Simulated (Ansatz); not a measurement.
# CH4B2 (SMILES B=CB): functionals against CCSD(T) at one geometry

The task here is to estimate one member of a computed series from the others.

Computed with Ansatz 0.2.0, Gaussian basis. Level: single points in def2-TZVPP.

Cores are frozen in the correlated methods.

## The system as given

SMILES `B=CB`, 7 atoms, charge 0, spin multiplicity 1.

Atoms are counted from 1 here; the program's logs count them from 0.

Bond lengths: B1–C2 1.387 Å, B1–H4 1.117 Å, C2–B3 1.578 Å, C2–H5 1.108 Å, B3–H6 1.094 Å, B3–H7 1.165 Å. Angles: C2–B1–H4 174.7°, B1–C2–B3 109.7°, B1–C2–H5 132.7°, B3–C2–H5 117.2°, C2–B3–H6 121.0°, C2–B3–H7 115.2°, H6–B3–H7 123.6°.

As a file:

| atom | x (Å) | y (Å) | z (Å) |
| --- | --- | --- | --- |
| B1 | -1.3377 | 0.0383 | -0.4583 |
| C2 | 0.0203 | -0.1289 | -0.6878 |
| B3 | 0.8150 | 0.0677 | 0.6611 |
| H4 | -2.4207 | 0.1081 | -0.1925 |
| H5 | 0.6163 | -0.2515 | -1.6136 |
| H6 | 0.2886 | 0.1951 | 1.6121 |
| H7 | 1.9733 | -0.0237 | 0.5714 |

The first run:

run/in.yaml reads:

```yaml
crystal:
  periodic: [false, false, false]
  atoms:
    - {symbol: B, position_ang: [-1.337700, 0.038300, -0.458300]}
    - {symbol: C, position_ang: [0.020300, -0.128900, -0.687800]}
    - {symbol: B, position_ang: [0.815000, 0.067700, 0.661100]}
    - {symbol: H, position_ang: [-2.420700, 0.108100, -0.192500]}
    - {symbol: H, position_ang: [0.616300, -0.251500, -1.613600]}
    - {symbol: H, position_ang: [0.288600, 0.195100, 1.612100]}
    - {symbol: H, position_ang: [1.973300, -0.023700, 0.571400]}
basis:
  gaussian: {orbitals: def2-TZVPP}
correlation: {method: ccsd_t}
output: {forces: true}
```

No record of the launch command was kept for these runs.

Among the steps run: CCSD(T)/def2-TZVPP; PBE0-D4/def2-TZVPP; wB97M-V/def2-TZVPP; r2SCAN-D4/def2-TZVPP; PBE-D4/def2-TZVPP; r2SCANh-D4/def2-TZVPP; B97M-V/def2-TZVPP.

One table of the session follows, with a row left open; its other results are not shown here.

| method | RMS force component (eV/Å) | angle to CCSD(T) forces (°) | dipole (D) |
| --- | --- | --- | --- |
| CCSD(T) | 1.242 | reference | 1.63 |
| PBE0-D4 | 1.318 | 6.7 | 1.71 |
| wB97M-V | 1.260 | 8.0 | 1.76 |
| r2SCAN-D4 | 1.281 | 5.9 | 1.66 |
| PBE-D4 | ? | ? | ? |
| r2SCANh-D4 | 1.290 | 6.7 | 1.69 |
| B97M-V | 1.264 | 7.2 | 1.73 |

**Question.** Estimate the row for PBE-D4.

The run gave: RMS force component (eV/Å): 1.292; angle to CCSD(T) forces (°): 5.8; dipole (D): 1.63. In the column «RMS force component (eV/Å)» it lies between r2SCANh-D4 (1.290) and PBE0-D4 (1.318).
